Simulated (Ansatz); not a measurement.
**C3H7Cl: how energies converge with the basis set**

One table from this session's results is given with a row withheld; the runs are named, their logs left out.

Computed with Ansatz 0.2.0, Gaussian basis. Level: one geometry, several basis sets.

The runs, in order: PBE0-D4/def2-SVP; ωB97M-V/def2-SVP; PBE0-D4/def2-QZVPP; ωB97M-V/def2-QZVPP; the functionals' def2-TZVPP values are taken from earlier runs.

## The geometry

The geometry comes from an earlier relaxation with PBE0-D4 in a triple-zeta def2 set; it is a stationary point, not always the lowest conformer.

SMILES `CC(C)Cl`, 11 atoms, charge 0, spin multiplicity 1.

Atoms are counted from 1 here; the program's logs count them from 0.

Bond lengths: C1–C2 1.511 Å, C1–H5 1.090 Å, C1–H6 1.092 Å, C1–H7 1.094 Å, C2–C3 1.511 Å, C2–Cl4 1.804 Å, C2–H8 1.091 Å, C3–H9 1.094 Å, C3–H10 1.092 Å, C3–H11 1.090 Å. Angles: C2–C1–H5 111.3°, C2–C1–H6 110.6°, C2–C1–H7 109.5°, H5–C1–H6 108.5°, H5–C1–H7 108.5°, H6–C1–H7 108.4°, C1–C2–C3 113.3°, C1–C2–Cl4 109.2°, C1–C2–H8 110.2°, C3–C2–Cl4 109.2°, C3–C2–H8 110.2°, Cl4–C2–H8 104.2°, C2–C3–H9 109.5°, C2–C3–H10 110.6°, C2–C3–H11 111.3°, H9–C3–H10 108.4°, H9–C3–H11 108.5°, H10–C3–H11 108.5°.

The first run:

in.yaml

```yaml
crystal:
  periodic: [false, false, false]
  atoms:
    - {symbol: C, position_ang: [-0.488195, 0.965337, -0.691949]}
    - {symbol: C, position_ang: [-0.009921, -0.430331, -0.367499]}
    - {symbol: C, position_ang: [0.650753, -0.535629, 0.986875]}
    - {symbol: Cl, position_ang: [-1.407555, -1.568605, -0.436956]}
    - {symbol: H, position_ang: [-0.967017, 1.002384, -1.670741]}
    - {symbol: H, position_ang: [-1.204595, 1.309900, 0.056778]}
    - {symbol: H, position_ang: [0.363142, 1.652230, -0.695854]}
    - {symbol: H, position_ang: [0.666090, -0.788054, -1.145958]}
    - {symbol: H, position_ang: [1.526280, 0.119385, 1.018851]}
    - {symbol: H, position_ang: [-0.038462, -0.227132, 1.775769]}
    - {symbol: H, position_ang: [0.974782, -1.556387, 1.191184]}
basis:
  gaussian: {orbitals: def2-SVP}
hamiltonian: {xc: pbe0, dispersion: d4}
output: {orbitals: {seedname: orbitals}}
```

On the command line:

```console
$ ansatz run in.yaml --threads 4 --pin off --events-out ev --progress --plain --max-ram 10444MiB
```

Steps of the session up to this table: PBE0-D4 in def2-SVP; ωB97M-V in def2-SVP; PBE0-D4 in def2-QZVPP; ωB97M-V in def2-QZVPP.

One table of the session follows, with a row left open; its other results are not shown here.

It belongs to the step «Functionals by basis». 

```
functional       basis  HOMO (eV)  LUMO (eV)
   PBE0-D4    def2-SVP      -8.06       1.40
   PBE0-D4  def2-TZVPP      -8.26       0.92
   PBE0-D4  def2-QZVPP      -8.30       0.59
   ωB97M-V    def2-SVP          ?          ?
   ωB97M-V  def2-TZVPP     -10.58       2.55
   ωB97M-V  def2-QZVPP     -10.63       1.84
```

Q: Estimate the row for ωB97M-V, def2-SVP from the others.

As computed: HOMO (eV): -10.35; LUMO (eV): 3.31. In the column «HOMO (eV)» it lies between ωB97M-V, def2-TZVPP (-10.58) and PBE0-D4, def2-QZVPP (-8.30).
